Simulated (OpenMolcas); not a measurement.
# BN (boron nitride): UHF/def2-SVPD (Cholesky decomposition)

Aim: the vertical electron affinity of BN (boron nitride) at UHF/def2-SVPD (Cholesky decomposition), from 2 runs. 

The calculation is run with OpenMolcas 26.06.

### 1 The molecule

The species is BN (2 atoms), meant as a triplet with charge 0. As SMILES, `B#N`. Geometry: relaxed at PBE0-D4/def2-TZVP.

Bond lengths: B1–N2 1.315 Å.

### 2 A single-point energy at UHF/def2-SVPD (Cholesky decomposition)

File job.input:

```
&GATEWAY
 BasLib=$CurrDir
 Coord
 2
 angstrom
 B        0.000000       0.000000      -0.023520
 N        0.000000       0.000000       1.291950
 Basis=def2-SVPD
 Group=NoSym

&SEWARD
 Low

&SCF
 UHF
 Spin=3
 PrOrbitals=1 1
```

The basis set def2-SVPD is read from a file made from the Basis Set Exchange's data (not shown).

Run with:

```bash
$ export MOLCAS_MEM=1860
$ pymolcas job.input > job.log
```

Log:

```text
--- Start Module: gateway ---
[...]
--- Stop Module: gateway /rc=_RC_ALL_IS_WELL_ ---
--- Start Module: seward ---
[...]
      Basis functions           40
--- Stop Module: seward /rc=_RC_ALL_IS_WELL_ ---
--- Start Module: scf ---
[...]
       Convergence after  25 Iterations
[...]
::    Total SCF energy                                -78.9280910074
[...]
      Total spin, S                                     1.0161455933
[...]
      Total electronic charge=   12.000000
      Total            charge=   -0.000000
[...]
      Dipole Moment (debye):
      Origin of the operator (angstrom)=    0.0000    0.0000    0.7129
                   X=  1.6708E-13               Y= -1.8152E-12               Z= -2.8080E+00           Total=  2.8080E+00
      Quadrupole Moment (debye*angstrom):
[...]
--- Stop Module: scf /rc=_RC_ALL_IS_WELL_ ---
[...]
```

It took 2.2 s on 1 thread of Arm Neoverse V1, shared host; peak memory 0.16 GiB.

### 3 The doublet anion at the same level

File job.inp:

```
&GATEWAY
BASLIB
$CurrDir
COORD
2
angstrom
B        0.000000       0.000000      -0.023520
N        0.000000       0.000000       1.291950
BASIS
def2-SVPD
GROUP
NoSym
&SEWARD
LOW
&SCF
UHF
CHARGE
-1
SPIN
2
PRORBITALS
1 1
```

The basis set def2-SVPD is read from a file made from the Basis Set Exchange's data (not shown).

Run with:

```bash
$ export MOLCAS_MEM=1860
$ pymolcas job.inp > job.log
```

Log:

```text
--- Start Module: gateway ---
[...]
--- Stop Module: gateway /rc=_RC_ALL_IS_WELL_ ---
--- Start Module: seward ---
[...]
      Basis functions           40
--- Stop Module: seward /rc=_RC_ALL_IS_WELL_ ---
--- Start Module: scf ---
[...]
       Convergence after  22 Iterations
[...]
::    Total SCF energy                                -78.9793508423
[...]
      Total spin, S                                     0.7538244992
[...]
      Total electronic charge=   13.000000
      Total            charge=   -1.000000
[...]
      Dipole Moment (debye):
      Origin of the operator (angstrom)=    0.0000    0.0000    0.7129
                   X= -3.7059E-11               Y=  3.3803E-11               Z= -1.2279E+00           Total=  1.2279E+00
      Center of Charge (angstrom)
[...]
--- Stop Module: scf /rc=_RC_ALL_IS_WELL_ ---
[...]
```

Run time: 2.1 s. Hardware: 1 thread of Arm Neoverse V1, shared host; peak memory 0.16 GiB.

### 4 What came out

At UHF/def2-SVPD (Cholesky decomposition):

| quantity | value |
| --- | --- |
| triplet BN: total energy | -78.92809 Eh |
| triplet BN: dipole moment | 2.81 D |
| triplet BN: HOMO energy (highest over α and β) | -11.84 eV |
| triplet BN: LUMO energy (lowest over α and β) | -0.28 eV |
| triplet BN: ⟨S²⟩ | 2.049 |
| doublet anion: total energy | -78.97935 Eh |
| doublet anion: HOMO energy (highest over α and β) | -2.45 eV |
| doublet anion: LUMO energy (lowest over α and β) | 5.80 eV |
| doublet anion: ⟨S²⟩ | 1.322 |
| vertical electron affinity (to the doublet anion) | 1.395 eV |

In words: At fixed nuclei the extra electron is bound by 1.39 eV (32 kcal/mol). ⟨S²⟩ (doublet anion) is 1.32 where a pure doublet has 0.75: the reference is spin-contaminated.
